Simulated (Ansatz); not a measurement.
# SiP+ (singlet): wave-function methods side by side at distance Si1–P2 = 2.756 Å, cc-pVDZ

How much of the correlation energy of SiP+ (singlet) does each wave-function method recover here?

Method: cc-pVDZ, core rule «outside noble gas», up to 10 orbitals frozen; program: Ansatz 0.2.0, Gaussian basis.

Plan: UHF; CCSD(T) on RHF; CCSD(T) on UHF; BCCD(T) on RHF; CISD; CCSDT(Q) on RHF; CCSDT(Q) on UHF; CCSDTQ on RHF; CCSDTQ on UHF; CASSCF and MRCISD+Q, 2 electrons in 2 orbitals; CASSCF and NEVPT2, 2 electrons in 2 orbitals; CASSCF and MRCISD+Q, 8 electrons in 8 orbitals; CASSCF and NEVPT2, 8 electrons in 8 orbitals; Full CI.

2 further runs of the same task are left out: 1 for a known fault of the program, 1 that didn't finish. Runs told in other sessions of the task aren't counted.

## Step 1: The geometry

The geometry derives from a PBE0/def2-TZVP stationary point (not a proven minimum). One bond is set to the value named and the two fragments are kept rigid.

2 atoms, charge 1, spin multiplicity 1.

Atoms are counted from 1 here; the program's logs count them from 0.

No contacts short enough for the rule that draws bonds.

## Step 2: UHF

Input file in.yaml:

```yaml
crystal:
  periodic: [false, false, false]
  atoms:
    - {symbol: Si, position_ang: [0.000000, 0.000000, 0.000000]}
    - {symbol: P, position_ang: [0.000000, 0.000000, 2.756000]}
basis:
  gaussian: {orbitals: cc-pVDZ}
total_charge: 1
magnetization: {spin_polarized: true, initial_magnetization: 0}
hamiltonian: {xc: hf}
output: {orbitals: {seedname: orbitals}}
```

Run with:

```bash
$ ansatz run in.yaml --threads 1 --pin off --events-out ev --progress --plain --max-ram 3968MiB --backend cpu
```

The runs that follow: CCSD(T) on RHF; CCSD(T) on UHF; BCCD(T) on RHF; CISD; CCSDT(Q) on RHF; CCSDT(Q) on UHF; CCSDTQ on RHF; CCSDTQ on UHF; CASSCF and MRCISD+Q, 2 electrons in 2 orbitals; CASSCF and NEVPT2, 2 electrons in 2 orbitals; CASSCF and MRCISD+Q, 8 electrons in 8 orbitals; CASSCF and NEVPT2, 8 electrons in 8 orbitals; Full CI.

Q: Predict the results of all the runs planned. Wanted: FCI from the RHF energy; RMP2 from FCI; RCCSD from FCI; RCCSD(T) from FCI; RCCSDT(Q) from FCI; T1 diagnostic; effectively unpaired electrons.

The runs gave:

```
                         quantity               value
          FCI from the RHF energy          -5.9734 eV
                    RMP2 from FCI     +44.06 kcal/mol
                   RCCSD from FCI     +14.98 kcal/mol
                RCCSD(T) from FCI      +5.55 kcal/mol
               RCCSDT(Q) from FCI      -0.01 kcal/mol
levels within 1 kcal/mol (43 meV)  RCCSDT(Q), RCCSDTQ
                    T1 diagnostic               0.087
   effectively unpaired electrons                2.25
```

In words: RCCSD(T) lands +5.55 kcal/mol from the yardstick (4.0 % of the correlation energy). With 2.3 effectively unpaired electrons against 0 the state is strongly multireference. Coupled cluster took another determinant than the lowest Hartree-Fock one. These misses are within one basis, not against nature.

The restricted and unrestricted ladders end 0.76 eV apart at CCSDT(Q), which points to two states or an unsound top rung; rows of one don't measure the error of the other.
